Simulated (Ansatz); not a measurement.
# One shape, several levels: N2H (dinitrogen monohydride)

We compute a comparison of 6 runs (UHF/STO-3G, U-r2SCAN/STO-3G, U-wB97X/STO-3G, UB2PLYP/STO-3G, UPBE0/STO-3G, UCCSD(T)/STO-3G) of N2H (dinitrogen monohydride). 

Program for the calculation: Ansatz 0.2.0.

## (1) Starting point

The species is N2H (3 atoms), meant as a doublet with charge 0. SMILES: `[N]=N`. The H3–N2 distance was set to 2.592 Å, away from the relaxed value. At this shape the atoms don't form one bonded unit as the SMILES string has it.

Bond lengths: N1–N2 1.164 Å.

## (2) The energy at UHF/STO-3G (run 1)

in.yaml

```yaml
crystal:
  periodic: [false, false, false]
  atoms:
    - {symbol: "N", position_ang: [1.058526, -2.157222, 0.354830]}
    - {symbol: N, position_ang: [0.100156, -1.702162, -0.123130]}
    - {symbol: H, position_ang: [-0.472040, 0.825820, -0.172480]}
basis:
  gaussian: {orbitals: STO-3G}
accuracy: high
total_charge: 0
magnetization: {spin_polarized: true, initial_magnetization: 1}
hamiltonian: {xc: hf}
```

Started as:

```
$ ansatz run in.yaml --threads 1 --pin off --max-ram 2610MiB --events-out events.jsonl --progress --plain --runs-dir runs
```

What it wrote:

```text
Warning: RAYON_NUM_THREADS=1 ignored (pool sized by the plan → 1); use --threads N
Functional definition: HF
  name "HF"
  exchange = exact_x
  correlation = 0
167 factors; integrals over basis functions are off by at most 1.4e-8 eV
mean field evaluation 1: about -2937.6287 eV, gradient 4.2e0 eV
mean field evaluation 2: about -2937.6337 eV, gradient 4.1e0 eV
mean field evaluation 4: about -2937.8385 eV, gradient 3.5e-1 eV
mean field evaluation 8: about -2937.8392 eV, gradient 3.5e-2 eV
mean field evaluation 16: about -2937.9566 eV, gradient 5.4e-4 eV
mean field -2937.95655384 eV, -107.9679119351 hartree, gradient 6.5e-8 eV, S^2 1.117041; 0 other end points of the search recorded, 0 dependent functions left out
reference -2937.95655384 eV, -107.9679119351 hartree; 8, 7 occupied and 3, 4 virtual orbitals, 167 factors
Total energy: -2937.95655384 eV, -107.9679119351 hartree
```

Run time: 0.06 s. Hardware: 1 thread of Arm Neoverse V1, shared host.

## (3) A single-point energy at U-r2SCAN/STO-3G (run 2)

job.yaml

```yaml
crystal:
  periodic: [false, false, false]
  atoms:
    - {symbol: N, position_ang: [1.058526, -2.157222, 0.354830]}
    - {symbol: "N", position_ang: [0.100156, -1.702162, -0.123130]}
    - {symbol: H, position_ang: [-0.472040, 0.825820, -0.172480]}
basis:
  gaussian:
    orbitals: STO-3G
magnetization:
  spin_polarized: true
  initial_magnetization: 1
hamiltonian:
  xc: {name: r2SCAN}
accuracy: high
```

Started as:

```
$ ansatz run job.yaml --threads 1 --pin off --max-ram 2610MiB --events-out events.jsonl --progress --plain --runs-dir runs
```

What it wrote:

```text
Warning: RAYON_NUM_THREADS=1 ignored (pool sized by the plan → 1); use --threads N
Functional definition: r2SCAN
  name "r2SCAN"
  parameter k0 = 0.174
  parameter k1 = 0.065
  parameter a1 = 4.9479
  exchange = r2scan_x(k0 = k0, k1 = k1, a1 = a1)
  correlation = r2scan_c
167 factors; integrals over basis functions are off by at most 1.4e-8 eV
mean field evaluation 1: about -2952.2051 eV, gradient 3.7e0 eV
mean field evaluation 2: about -2952.3418 eV, gradient 7.2e-1 eV
mean field evaluation 4: about -2952.3447 eV, gradient 7.8e-2 eV
mean field evaluation 8: about -2952.2862 eV, gradient 1.9e-3 eV
mean field evaluation 16: about -2952.2862 eV, gradient 9.2e-7 eV
mean field -2952.28624599 eV, -108.4945184085 hartree, gradient 2.7e-8 eV, S^2 0.750062; 0 other end points of the search recorded, 0 dependent functions left out
reference -2952.28624656 eV, -108.4945184297 hartree; 8, 7 occupied and 3, 4 virtual orbitals, 167 factors
Total energy: -2952.28624656 eV, -108.4945184297 hartree
```

Run time: 2 s. Hardware: 1 thread of Arm Neoverse V1, shared host; peak memory 0.14 GiB.

Run 3 isn't shown in full; the table further down has it.

## (4) The energy at UB2PLYP/STO-3G (run 4)

in.yaml

```yaml
crystal:
  periodic: [false, false, false]
  atoms:
    - {symbol: "N", position_ang: [1.058526, -2.157222, 0.354830]}
    - {symbol: N, position_ang: [0.100156, -1.702162, -0.123130]}
    - {symbol: H, position_ang: [-0.472040, 0.825820, -0.172480]}
basis:
  gaussian:
    orbitals: STO-3G
accuracy: high
hamiltonian:
  xc: {name: B2PLYP}
magnetization:
  spin_polarized: true
  initial_magnetization: 1
correlation:
  frozen_orbitals: {H: 0, "N": 1}
```

Started as:

```
$ ansatz run in.yaml --threads 1 --pin off --max-ram 2610MiB --events-out events.jsonl --progress --plain --runs-dir runs
```

What it wrote (excerpt; [...] marks lines left out):

```text
Warning: RAYON_NUM_THREADS=1 ignored (pool sized by the plan → 1); use --threads N
Functional definition: B2PLYP
  name "B2PLYP"
[...]
167 factors; integrals over basis functions are off by at most 1.4e-8 eV
[...]
mean field -2947.99320563 eV, -108.3367520855 hartree, gradient 5.4e-8 eV, S^2 0.750138; 0 other end points of the search recorded, 0 dependent functions left out
2 core orbitals not correlated: weight in the atoms' cores, before any rotation towards them, 1.000 or more for the frozen orbitals, at most 0.000 for the correlated occupied ones
reference -2947.99321972 eV, -108.3367526032 hartree; 6, 5 occupied and 3, 4 virtual orbitals, 167 factors
second order -6.48900813 eV of doubles, -0.00000000 eV of singles
Total energy: -2949.74525192 eV, -108.4011385988 hartree
```

Wall time 0.84 s (1 thread of Arm Neoverse V1, shared host).

Run 5 isn't shown in full; the table further down has it.

## (5) The energy at UCCSD(T)/STO-3G (run 6)

molecule.yaml

```yaml
crystal:
  periodic: [false, false, false]
  atoms:
    - {symbol: N, position_ang: [1.058526, -2.157222, 0.354830]}
    - {symbol: N, position_ang: [0.100156, -1.702162, -0.123130]}
    - {symbol: H, position_ang: [-0.472040, 0.825820, -0.172480]}
basis:
  gaussian: {orbitals: STO-3G}
correlation: {method: ccsd_t, frozen_orbitals: {H: 0, "N": 1}}
accuracy: high
scf: {omitted_lower_state_checks: [cluster_reference, increment]}
magnetization: {spin_polarized: true, initial_magnetization: 1}
```

Started as:

```
$ ansatz run molecule.yaml --threads 1 --pin off --max-ram 2610MiB --events-out events.jsonl --progress --plain --runs-dir runs
```

What it wrote (excerpt; [...] marks lines left out):

```text
Warning: RAYON_NUM_THREADS=1 ignored (pool sized by the plan → 1); use --threads N
Functional definition: HF
  name "HF"
[...]
167 factors; integrals over basis functions are off by at most 1.4e-8 eV
[...]
mean field -2937.95655384 eV, -107.9679119351 hartree, gradient 6.5e-8 eV, S^2 1.117041; 0 other end points of the search recorded, 0 dependent functions left out
2 core orbitals not correlated: weight in the atoms' cores, before any rotation towards them, 1.000 or more for the frozen orbitals, at most 0.000 for the correlated occupied ones
reference -2937.95655384 eV, -107.9679119351 hartree; 6, 5 occupied and 3, 4 virtual orbitals, 167 factors
second order -3.49823785 eV of doubles, -0.00000000 eV of singles
cycle   1  -3.57208914 eV  change   -7.4e-2 eV  update   1.1e-1
[...]
cycle  27  -4.59210548 eV  change   -1.2e-9 eV  update  1.9e-10
perturbative correction -0.03333355 eV, -0.0012249854 hartree
Total energy: -2942.58199287 eV, -108.1378936842 hartree
Checks for a lower state left out: cluster_reference, increment
```

Wall time 0.22 s (1 thread of Arm Neoverse V1, shared host).

## (6) The series

| run | level | frozen core orbitals | energy (Eh) | ⟨S²⟩ | wall time |
| --- | --- | --- | --- | --- | --- |
| 1 | UHF/STO-3G | – | -107.967912 | 1.117 | 0.06 s |
| 2 | U-r2SCAN/STO-3G | – | -108.494518 | 0.750 | 2 s |
| 3 | U-wB97X/STO-3G | – | -108.517471 | 0.750 | 3.9 s |
| 4 | UB2PLYP/STO-3G | 2 | -108.401139 | 0.750 | 0.84 s |
| 5 | UPBE0/STO-3G | – | -108.421348 | 0.750 | 0.72 s |
| 6 | UCCSD(T)/STO-3G | 2 | -108.137894 | 1.117 | 0.22 s |

## (7) What came out

| quantity | value |
| --- | --- |
| run 6: total energy | -108.13789 Eh |
| run 6: correlation energy (2 core orbitals frozen) | -170.0 mEh |
| run 6: (T) correction | -1.22 mEh |
| run 6: ⟨S²⟩ of the reference determinant | 1.117 |
| run 6: T1 diagnostic | 0.076 |

What this shows: Totals of different functionals can't be ranked against each other. In run 6 the T1 diagnostic is large, so a single reference may not serve. In runs 1, 2, 3, 4, 5, 6 the basis is minimal, so dipoles, gaps and forces are rough. Spin contamination of the reference: run 1 ⟨S²⟩ = 1.12, run 6 ⟨S²⟩ = 1.12. All runs together took 7.7 s, the longest 3.9 s.
